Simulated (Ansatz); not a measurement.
System: rutile SnO₂. Method: PBE0 (PAW; Ansatz, a quantum-chemistry and plane-wave program).

Settings: plane-wave cutoff 500 eV, 6×6×6 k mesh, gaussian smearing 0.02 eV, scalar-relativistic PAW data made under PBE.

Cell (relaxed with r²SCAN):

```
CELL_PARAMETERS angstrom
      4.75984     0.00000     0.00000
      0.00000     4.75984     0.00000
      0.00000     0.00000     3.20084
ATOMIC_POSITIONS crystal
  Sn 0.50000 0.50000 0.50000
  Sn 0.00000 0.00000 0.00000
  O  0.19409 0.80591 0.50000
  O  0.80591 0.19409 0.50000
  O  0.69409 0.69409 0.00000
  O  0.30591 0.30591 0.00000
```

### Question
Give the computed band gap.

### Answer

* **band gap**: 3.55 eV (on the SCF k mesh)

Measured, for comparison: band gap 3.81 eV (zero-point renormalisation of 215 meV (computed, non-adiabatic AHC, without the lattice-expansion part) added back here to the 1.8 K gap of; inputs from Miglio et al. (2020), arXiv:2011.12765).

Note: cell and atoms aren't relaxed at this level (largest force component 0.04 eV/Å, pressure -1.6 GPa).

Spin–orbit coupling is not included.

Computed values are for the static lattice.
